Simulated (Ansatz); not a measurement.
# One shape, several levels: CH2F2 (difluoromethane)

Aim: a comparison of 5 runs (HF/STO-3G, CAM-B3LYP/def2-SVP, PBE0/def2-SVP, PBE/6-311G**, CCSDTQ/ANO-RCC-MB) of CH2F2 (difluoromethane). 

The calculation is run with Ansatz 0.2.0.

5 further runs of the same task are left out: 1 for a known fault of the program, 2 that didn't finish, 2 set aside as unsound or not needed.

## 1. The structure to begin with

The species is CH2F2 (5 atoms), meant as a singlet with charge 0. SMILES: `FCF`. The coordinates come from a PBE0-D4/def2-TZVP relaxation.

Bond lengths: F1–C2 1.351 Å, C2–F3 1.351 Å, C2–H4 1.093 Å, C2–H5 1.094 Å. Angles: F1–C2–F3 108.6°, F1–C2–H4 108.8°, F1–C2–H5 108.8°, F3–C2–H4 108.8°, F3–C2–H5 108.8°, H4–C2–H5 113.0°.

## 2. Energy and forces at HF/STO-3G (run 1)

job.yaml reads:

```yaml
basis:
  gaussian:
    orbitals: STO-3G
crystal:
  periodic: [false, false, false]
  atoms:
    - {symbol: F, position_ang: [-1.073300, 0.191200, 0.698300]}
    - {symbol: C, position_ang: [0.010100, -0.016900, -0.082300]}
    - {symbol: F, position_ang: [1.090500, -0.179200, 0.713200]}
    - {symbol: H, position_ang: [-0.142700, -0.932900, -0.659500]}
    - {symbol: H, position_ang: [0.165300, 0.864200, -0.711100]}
output:
  forces: true
  orbitals: {seedname: orbitals}
accuracy: high
hamiltonian:
  xc: hf
```

Command:

```sh
ansatz run job.yaml --threads 1 --pin off --max-ram 2610MiB --events-out events.jsonl --progress --plain --runs-dir runs
```

The log of the run:

```text
Warning: RAYON_NUM_THREADS=1 ignored (pool sized by the plan → 1); use --threads N
Functional definition: HF
  name "HF"
  exchange = exact_x
  correlation = 0
295 factors; integrals over basis functions are off by at most 4.2e-8 eV
mean field evaluation 1: about -6381.1902 eV, gradient 2.9e1 eV
mean field evaluation 2: about -6381.3330 eV, gradient 2.9e1 eV
mean field evaluation 4: about -6384.4465 eV, gradient 1.7e0 eV
mean field evaluation 8: about -6384.4607 eV, gradient 1.9e-4 eV
mean field -6384.46065290 eV, -234.6246014513 hartree, gradient 1.1e-8 eV, S^2 0.000000; 0 other end points of the search recorded, 0 dependent functions left out
the calculation of the forces begins
reference -6384.46065290 eV, -234.6246014513 hartree; 13, 13 occupied and 4, 4 virtual orbitals, 295 factors
Total energy: -6384.46065290 eV, -234.6246014513 hartree
Atom 0 at    -1.073300     0.191200     0.698300 Å, force    -1.484333     0.283909     1.034157 eV/Å
Atom 1 at     0.010100    -0.016900    -0.082300 Å, force     0.002353    -0.005339    -0.345318 eV/Å
Atom 2 at     1.090500    -0.179200     0.713200 Å, force     1.479940    -0.223618     1.054684 eV/Å
Atom 3 at    -0.142700    -0.932900    -0.659500 Å, force    -0.059360    -0.380205    -0.862975 eV/Å
Atom 4 at     0.165300     0.864200    -0.711100 Å, force     0.061400     0.325252    -0.880548 eV/Å
Dipole moment:     0.000494    -0.007663    -0.263402 e Å
```

Wall time 0.14 s (1 thread of Intel Xeon 6975P-C (Granite Rapids), shared host).

## 3. Energy and forces at CAM-B3LYP/def2-SVP (run 2)

in.yaml reads:

```yaml
crystal:
  periodic: [false, false, false]
  atoms:
    - {symbol: F, position_ang: [-1.073300, 0.191200, 0.698300]}
    - {symbol: C, position_ang: [0.010100, -0.016900, -0.082300]}
    - {symbol: F, position_ang: [1.090500, -0.179200, 0.713200]}
    - {symbol: H, position_ang: [-0.142700, -0.932900, -0.659500]}
    - {symbol: H, position_ang: [0.165300, 0.864200, -0.711100]}
basis:
  gaussian: {orbitals: def2-SVP}
output: {forces: true, orbitals: {seedname: orbitals}}
hamiltonian: {xc: {name: CAM-B3LYP}}
accuracy: high
```

Command:

```sh
ansatz run in.yaml --threads 1 --pin off --max-ram 2610MiB --events-out events.jsonl --progress --plain --runs-dir runs
```

The log of the run:

```text
Warning: RAYON_NUM_THREADS=1 ignored (pool sized by the plan → 1); use --threads N
Functional definition: CAM-B3LYP
  name "CAM-B3LYP"
  parameter alpha = 0.19
  parameter beta = 0.46
  parameter omega = 0.33/bohr
  parameter ac = 0.81
  exchange = (1 - alpha - beta)*b88_x + beta*b88_x_sr(omega) + alpha*exact_x + beta*exact_x_lr(omega)
  correlation = (1 - ac)*vwn5_c + ac*lyp_c
1129 factors; integrals over basis functions are off by at most 3.3e-9 eV
226 factors; integrals over basis functions are off by at most 2.2e-9 eV
mean field evaluation 1: about -6495.0677 eV, gradient 2.7e1 eV
mean field evaluation 2: about -6495.0123 eV, gradient 2.9e1 eV
mean field evaluation 4: about -6496.1507 eV, gradient 5.2e-1 eV
mean field evaluation 8: about -6496.1507 eV, gradient 7.0e-3 eV
mean field evaluation 16: about -6496.1507 eV, gradient 1.7e-6 eV
mean field -6496.15071708 eV, -238.7291356035 hartree, gradient 3.1e-8 eV, S^2 0.000000; 0 other end points of the search recorded, 0 dependent functions left out
the calculation of the forces begins
reference -6496.15072977 eV, -238.7291360698 hartree; 13, 13 occupied and 39, 39 virtual orbitals, 1129 factors
Total energy: -6496.15072977 eV, -238.7291360698 hartree
Atom 0 at    -1.073300     0.191200     0.698300 Å, force     0.125209    -0.026042    -0.152782 eV/Å
Atom 1 at     0.010100    -0.016900    -0.082300 Å, force    -0.000290     0.026533     0.784554 eV/Å
Atom 2 at     1.090500    -0.179200     0.713200 Å, force    -0.124814     0.016682    -0.154322 eV/Å
Atom 3 at    -0.142700    -0.932900    -0.659500 Å, force    -0.039648    -0.239940    -0.233036 eV/Å
Atom 4 at     0.165300     0.864200    -0.711100 Å, force     0.039543     0.222767    -0.244415 eV/Å
Dipole moment:     0.000731    -0.011330    -0.389425 e Å
```

It took 1.6 s on 1 thread of Intel Xeon 6975P-C (Granite Rapids), shared host; peak memory 0.15 GiB.

Run 3 isn't shown in full; the table further down has it.

## 4. Energy and forces at PBE/6-311G(d,p) (run 4)

in.yaml reads:

```yaml
crystal:
  periodic: [false, false, false]
  atoms:
    - symbol: F
      position_ang: [-1.073300, 0.191200, 0.698300]
    - symbol: C
      position_ang: [0.010100, -0.016900, -0.082300]
    - symbol: F
      position_ang: [1.090500, -0.179200, 0.713200]
    - symbol: H
      position_ang: [-0.142700, -0.932900, -0.659500]
    - symbol: H
      position_ang: [0.165300, 0.864200, -0.711100]
basis:
  gaussian:
    orbitals: 6-311G_st__st_.json
hamiltonian:
  xc: {name: PBE}
accuracy: high
output:
  forces: true
  orbitals: {seedname: orbitals}
```

The basis set 6-311G** is read from a file made from the Basis Set Exchange's data (not shown).

Command:

```sh
ansatz run in.yaml --threads 1 --pin off --max-ram 2610MiB --events-out events.jsonl --progress --plain --runs-dir runs
```

The log of the run:

```text
Warning: RAYON_NUM_THREADS=1 ignored (pool sized by the plan → 1); use --threads N
Functional definition: PBE
  name "PBE"
  parameter kappa = 0.804
  parameter beta = 0.06672455060314922
  exchange = pbe_x(kappa = kappa, mu = beta*pi^2/3)
  correlation = pbe_c(beta = beta)
1293 factors; integrals over basis functions are off by at most 3.7e-9 eV
mean field evaluation 1: about -6496.7085 eV, gradient 3.1e1 eV
mean field evaluation 2: about -6496.2757 eV, gradient 3.7e1 eV
mean field evaluation 4: about -6498.3158 eV, gradient 2.4e0 eV
mean field evaluation 8: about -6498.3241 eV, gradient 2.1e-2 eV
mean field evaluation 16: about -6498.3241 eV, gradient 5.7e-7 eV
mean field -6498.32412774 eV, -238.8090069722 hartree, gradient 1.9e-8 eV, S^2 0.000000; 0 other end points of the search recorded, 0 dependent functions left out
the calculation of the forces begins
reference -6498.32412997 eV, -238.8090070540 hartree; 13, 13 occupied and 53, 53 virtual orbitals, 1293 factors
Total energy: -6498.32412997 eV, -238.8090070540 hartree
Atom 0 at    -1.073300     0.191200     0.698300 Å, force    -0.736252     0.138310     0.428494 eV/Å
Atom 1 at     0.010100    -0.016900    -0.082300 Å, force     0.001899    -0.008438    -0.408859 eV/Å
Atom 2 at     1.090500    -0.179200     0.713200 Å, force     0.734422    -0.113512     0.438791 eV/Å
Atom 3 at    -0.142700    -0.932900    -0.659500 Å, force    -0.048268    -0.289912    -0.222001 eV/Å
Atom 4 at     0.165300     0.864200    -0.711100 Å, force     0.048198     0.273552    -0.236424 eV/Å
Dipole moment:     0.000669    -0.010393    -0.357050 e Å
```

Wall time 1.6 s (1 thread of Intel Xeon 6975P-C (Granite Rapids), shared host); peak memory 0.16 GiB.

## 5. Energy and forces at CCSDTQ/ANO-RCC-MB (sfX2C, density fitting with def2-universal-jkfit) (run 5)

run.yaml reads:

```yaml
crystal:
  periodic: [false, false, false]
  atoms:
    - {symbol: F, position_ang: [-1.073300, 0.191200, 0.698300]}
    - {symbol: C, position_ang: [0.010100, -0.016900, -0.082300]}
    - {symbol: F, position_ang: [1.090500, -0.179200, 0.713200]}
    - {symbol: H, position_ang: [-0.142700, -0.932900, -0.659500]}
    - {symbol: H, position_ang: [0.165300, 0.864200, -0.711100]}
basis:
  gaussian:
    orbitals: ANO-RCC-MB.json
    fitting: {mean_field: def2-universal-jkfit}
output: {forces: true, orbitals: {seedname: orbitals}}
hamiltonian:
  pseudopotentials: {relativity: scalar}
correlation:
  method: ccsdtq
  electrons: outside_noble_gas
accuracy: high
```

The basis set ANO-RCC-MB is read from a file made from the Basis Set Exchange's data (not shown).

Command:

```sh
ansatz run run.yaml --threads 1 --pin off --max-ram 2610MiB --events-out events.jsonl --progress --plain --runs-dir runs
```

The log of the run:

```text
Warning: RAYON_NUM_THREADS=1 ignored (pool sized by the plan → 1); use --threads N
[... 10 lines left out ...]
3 core orbitals not correlated: weight in the atoms' cores, before any rotation towards them, 1.000 or more for the frozen orbitals, at most 0.000 for the correlated occupied ones
[... 24 lines left out ...]
Total energy: -6477.73171791 eV, -238.0522498689 hartree
[... 6 lines left out ...]
Dipole moment:     0.000794    -0.012047    -0.414939 e Å
```

Wall time 16 s (1 thread of Intel Xeon 6975P-C (Granite Rapids), shared host); peak memory 0.32 GiB.

## 6. All runs side by side

| run | level | frozen core orbitals | energy (Eh) | dipole moment (D) | HOMO energy (eV) | LUMO energy (eV) | wall time |
| --- | --- | --- | --- | --- | --- | --- | --- |
| 1 | HF/STO-3G | – | -234.624601 | 1.27 | -11.10 | 16.11 | 0.14 s |
| 2 | CAM-B3LYP/def2-SVP | – | -238.729136 | 1.87 | -11.14 | 3.15 | 1.6 s |
| 3 | PBE0/def2-SVP | – | -238.561507 | 1.86 | -9.65 | 2.31 | 1.4 s |
| 4 | PBE/6-311G** | – | -238.809007 | 1.72 | -7.77 | 0.95 | 1.6 s |
| 5 | CCSDTQ/ANO-RCC-MB (sfX2C, density fitting with def2-universal-jkfit) | 3 | -238.052250 | 1.99 | -15.47 | 10.02 | 16 s |

## 7. What came out

| quantity | value |
| --- | --- |
| run 5: total energy | -238.05225 Eh |
| run 5: dipole moment (correlated density) | 1.99 D |
| run 5: HOMO energy (Hartree–Fock orbitals) | -15.47 eV |
| run 5: LUMO energy (Hartree–Fock orbitals) | 10.02 eV |
| run 5: HOMO–LUMO gap (Hartree–Fock orbitals) | 25.49 eV |
| run 5: correlation energy (3 core orbitals frozen) | -99.5 mEh |
| run 5: T1 diagnostic | 0.007 |
| run 5: largest force on an atom | 8.018 eV/Å |

The dipole moment (its size) runs from 1.27 D (HF/STO-3G) to 1.99 D (CCSDTQ/ANO-RCC-MB). The two ends differ in method and basis and Hamiltonian. Over runs 1, 2, 3, 4 the HOMO–LUMO gap runs from 8.72 eV (PBE/6-311G**) to 27.21 eV (HF/STO-3G). The two ends differ in method and basis. Totals of different functionals can't be ranked against each other. In runs 1, 5 the basis is minimal, so the values are rough. All runs together took 21 s, the longest 16 s.
